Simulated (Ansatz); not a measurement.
Hematite (α-Fe2O3) was calculated with rVV10 in Ansatz (plane waves, PAW).

Numerical settings: plane-wave cutoff 500 eV, 10×10×10 k mesh, Fermi–Dirac smearing 0.05 eV, spin-polarised with opposed moments, scalar-relativistic PAW data made under PBE.

Computed at the level's own relaxed cell.

Predict the volume per atom, magnetic moment (largest site, within a sphere) and band gap.


volume per atom: 10.11 Å³/atom
magnetic moment (largest site, within a sphere): 3.24 μB
band gap: 0.47 eV (on the SCF k mesh)

Measured, for comparison: band gap 2.6 eV (temperature not stated, not corrected to a static lattice, photoemission and inverse photoemission; as tabulated in Parkinson (2016), arXiv:1602.06774). Computed (rounded) less measured: band gap -2.13 eV.

Note: a magnet's gap depends somewhat on the PAW data.

Moments are spin moments.

Static lattice: no zero-point or thermal effects.

It cost roughly 8 core-minutes of CPU time.

Ansatz is an electronic-structure program.
